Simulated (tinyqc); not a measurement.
Worked calculation: Hueckel theory of the pi electrons, for the molecule C=C1C=C1 (SMILES; centres numbered as the heavy atoms are written). One step of it, computed by the program tinyqc.

Task: Orbitals. Diagonalise; E = alpha + x beta with beta < 0, so the largest x are filled first; degenerate levels share their electrons. P = sum n_i c_ri c_si; each orbital has its largest coefficient positive (the first on a tie).

Hueckel matrix in units of beta (H = alpha + beta A), order 1C, 2C, 3C, 4C:
$$\begin{pmatrix}
0.000000 & 1.000000 & 0.000000 & 0.000000 \\
1.000000 & 0.000000 & 1.000000 & 1.000000 \\
0.000000 & 1.000000 & 0.000000 & 1.000000 \\
0.000000 & 1.000000 & 1.000000 & 0.000000
\end{pmatrix}$$

pi electrons, sum of z_r less the charge = 4

Give: x values; occupations; coefficients; charge and bond-order matrix P.

Result:

x values: [2.1701, 0.3111, -1.0000, -1.4812]

occupations: [2.0000, 2.0000, 0.0000, 0.0000]

coefficients, order 1C, 2C, 3C, 4C:
$$\begin{pmatrix}
0.2818 & 0.8152 & 0.0000 & -0.5059 \\
0.6116 & 0.2536 & 0.0000 & 0.7494 \\
0.5227 & -0.3682 & 0.7071 & -0.3020 \\
0.5227 & -0.3682 & -0.7071 & -0.3020
\end{pmatrix}$$

charge and bond-order matrix P, order 1C, 2C, 3C, 4C:
$$\begin{pmatrix}
1.4881 & 0.7583 & -0.3056 & -0.3056 \\
0.7583 & 0.8768 & 0.4527 & 0.4527 \\
-0.3056 & 0.4527 & 0.8176 & 0.8176 \\
-0.3056 & 0.4527 & 0.8176 & 0.8176
\end{pmatrix}$$
